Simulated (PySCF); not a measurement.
Gas-phase reaction: 6 SiHF2 = 4 SiHF + H2 + 2 SiF4

Computed with PySCF and rigid-rotor harmonic-oscillator thermochemistry at 1 bar. † marks an energy on the PBE0/def2-TZVP geometry and frequencies. MP2 freezes the core. Open shells (unrestricted): SiHF2 (multiplicity 2); the rest are closed-shell singlets. B3LYP is the form with VWN-RPA correlation. SiHF2, SiHF: computed as isolated molecules; such fragments, hydroxides, amides, oligomers or adducts are transient or little studied in the gas. MP2 isn't extrapolated to the basis-set limit.

| level | ΔH°(298 K), kJ |
|---|---|
| B3LYP/def2-TZVP† | -257 |
| M06-2X/def2-TZVP† | ___ |
| MP2/def2-SVP† | ___ |
| MP2/def2-TZVPP† | -251 |
| PBE/def2-TZVP† | -205 |
| PBE0/def2-SVP† | ___ |
| r2SCAN/def2-TZVP† | ___ |
| LDA/def2-TZVP† | -237 |
| ωB97M-V/def2-TZVP† | -349 |
| ωB97X-V/def2-TZVP† | -267 |

Question: Complete the blanks.

Answer: 
- M06-2X/def2-TZVP†, ΔH°(298 K), kJ: -267
- MP2/def2-SVP†, ΔH°(298 K), kJ: -259
- PBE0/def2-SVP†, ΔH°(298 K), kJ: -212
- r2SCAN/def2-TZVP†, ΔH°(298 K), kJ: -146
